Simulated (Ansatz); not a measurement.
**C₃H₃S+ (SMILES CC1=[C+]S1): functionals against CCSD(T) at one geometry**

How do the functionals fare away from a minimum? The structure is a structure displaced at random from a GFN2-xTB minimum.

Method: single points in def2-TZVPP; program: Ansatz 0.2.0, Gaussian basis.

Correlated methods freeze the cores.

### Step 1. The starting structure

7 atoms, charge 1, spin multiplicity 1.

Atoms are counted from 1 here; the program's logs count them from 0.

Bond lengths: C1–C2 1.484 Å, C1–H5 1.185 Å, C1–H6 1.051 Å, C1–H7 1.113 Å, C2–C3 1.398 Å, C2–S4 1.737 Å, C3–S4 1.717 Å. Angles: C2–C1–H5 105.9°, C2–C1–H6 108.4°, C2–C1–H7 114.3°, H5–C1–H6 98.0°, H5–C1–H7 113.3°, H6–C1–H7 115.4°, C1–C2–C3 151.6°, C1–C2–S4 141.9°, C3–C2–S4 65.4°, C2–C3–S4 66.9°, C2–S4–C3 47.7°.

As a file:

| atom | x (Å) | y (Å) | z (Å) |
| --- | --- | --- | --- |
| C1 | -0.2627 | 0.7716 | -0.1068 |
| C2 | 0.2255 | -0.6157 | 0.0950 |
| C3 | 1.2041 | -1.5288 | 0.4988 |
| S4 | -0.0511 | -2.2506 | -0.4234 |
| H5 | -0.2759 | 1.2717 | 0.9678 |
| H6 | 0.5165 | 1.3409 | -0.5234 |
| H7 | -1.2394 | 0.8402 | -0.6352 |

### Step 2. CCSD(T)/def2-TZVPP

run/in.yaml

```yaml
crystal:
  periodic: [false, false, false]
  atoms:
    - {symbol: C, position_ang: [-0.262700, 0.771600, -0.106800]}
    - {symbol: C, position_ang: [0.225500, -0.615700, 0.095000]}
    - {symbol: C, position_ang: [1.204100, -1.528800, 0.498800]}
    - {symbol: S, position_ang: [-0.051100, -2.250600, -0.423400]}
    - {symbol: H, position_ang: [-0.275900, 1.271700, 0.967800]}
    - {symbol: H, position_ang: [0.516500, 1.340900, -0.523400]}
    - {symbol: H, position_ang: [-1.239400, 0.840200, -0.635200]}
basis:
  gaussian: {orbitals: def2-TZVPP}
total_charge: 1
correlation: {method: ccsd_t}
output: {forces: true}
```

The command line of these runs was not kept.

### Step 3. PBE0-D4/def2-TZVPP

Changes to run/in.yaml since step 2:

```diff
@@ -13,3 +13,3 @@
 total_charge: 1
-correlation: {method: ccsd_t}
-output: {forces: true}
+hamiltonian: {xc: pbe0, dispersion: d4}
+output: {forces: true, orbitals: {seedname: orbitals}}
```

### Step 4. wB97M-V/def2-TZVPP

Changes to run/in.yaml since step 3:

```diff
@@ -13,3 +13,3 @@
 total_charge: 1
-hamiltonian: {xc: pbe0, dispersion: d4}
-output: {forces: true, orbitals: {seedname: orbitals}}
+hamiltonian: {xc: {name: wB97M-V}}
+output: {forces: true}
```

### Step 5. r2SCAN-D4/def2-TZVPP

Changes to run/in.yaml since step 4:

```diff
@@ -13,3 +13,3 @@
 total_charge: 1
-hamiltonian: {xc: {name: wB97M-V}}
+hamiltonian: {xc: r2scan, dispersion: d4}
 output: {forces: true}
```

### Step 6. PBE-D4/def2-TZVPP

Changes to run/in.yaml since step 5:

```diff
@@ -13,3 +13,3 @@
 total_charge: 1
-hamiltonian: {xc: r2scan, dispersion: d4}
+hamiltonian: {xc: pbe, dispersion: d4}
 output: {forces: true}
```

### Step 7. wB97X-V/def2-TZVPP

Changes to run/in.yaml since step 6:

```diff
@@ -13,3 +13,3 @@
 total_charge: 1
-hamiltonian: {xc: pbe, dispersion: d4}
+hamiltonian: {xc: {name: wB97X-V}}
 output: {forces: true}
```

### Step 8. CAM-B3LYP-D4/def2-TZVPP

Changes to run/in.yaml since step 7:

```diff
@@ -13,3 +13,3 @@
 total_charge: 1
-hamiltonian: {xc: {name: wB97X-V}}
+hamiltonian: {xc: {name: CAM-B3LYP}, dispersion: d4}
 output: {forces: true}
```

(Steps that only read results are left out.)

What does the calculation give? Wanted: energy less free atoms, CCSD(T)/def2-TZVPP; RMS force component; RMS force error; HOMO and LUMO, PBE0-D4; T1 diagnostic.

The runs gave:

| quantity | value |
| --- | --- |
| energy less free atoms, CCSD(T)/def2-TZVPP | -18.717 eV |
| RMS force component | 1.207 to 1.274 eV/Å over the methods |
| RMS force error | PBE0-D4 0.310, wB97M-V 0.306, r2SCAN-D4 0.256, PBE-D4 0.317, wB97X-V 0.372, CAM-B3LYP-D4 0.387 eV/Å |
| HOMO and LUMO, PBE0-D4 | -13.53 and -10.68 eV |
| T1 diagnostic | 0.017 |

Against CCSD(T) the functionals' energies less atoms differ by -2.255 to -0.603 eV, PBE-D4 by -2.255 eV. CCSD(T) in triple zeta still lacks some correlation energy of the bonds, so part of these gaps is its own basis error and they don't rank the functionals. The forces of r2SCAN-D4 come nearest to CCSD(T), those of CAM-B3LYP-D4 are farthest. Frozen-core CCSD(T) forces in triple zeta carry basis errors of their own, and this is one geometry, so small gaps rank nothing. The restricted Hartree–Fock reference is unstable towards an unrestricted one at one or more of these structures.
